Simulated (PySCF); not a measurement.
Orbital picture of N₂⁺

PBE0 at R = 1.104 Å; N def2-TZVP; no relativity (PySCF 2.14). State: ⁴Πg (quartet), unpaired electrons π ↑↑↑, a second solution, started from another occupation. Only the outer orbitals are listed.

```
spin  orbital  occ.  ε (eV)  main shells (%)
   α       σg     1  -46.72       70 s, 28 p
   α       πu     1  -27.87             96 p
   α       σu     1  -27.84       85 s, 14 p
   α       πu     1  -27.07             96 p
   α       σg     1  -23.70       65 p, 34 s
   α       πg     1  -16.89            100 p
   α       πg     0  -13.21            100 p
   α       σg     0   -2.15       86 s, 13 p
   α       πu     0   -0.50             99 p
   β       σg     1  -42.98       66 s, 31 p
   β       σu     1  -25.04       79 s, 21 p
   β       σg     1  -22.36       62 p, 38 s
   β       πu     0  -20.32             96 p
   β       πu     0  -19.15             96 p
   β       πg     0   -9.86             99 p
```

Which are the highest filled and the lowest empty level, where do they sit, and how wide is the gap?

Highest filled α πg at -16.89 eV (in %: 100 p); lowest empty β πu at -20.32 eV (in %: 96 p); the gap at PBE0 is -3.43 eV.

```
bond order (Mayer) : 1.28
⟨S²⟩               : 3.758
```

Counting both spins, an empty level lies below a filled one in this solution, because spin and occupation are held.
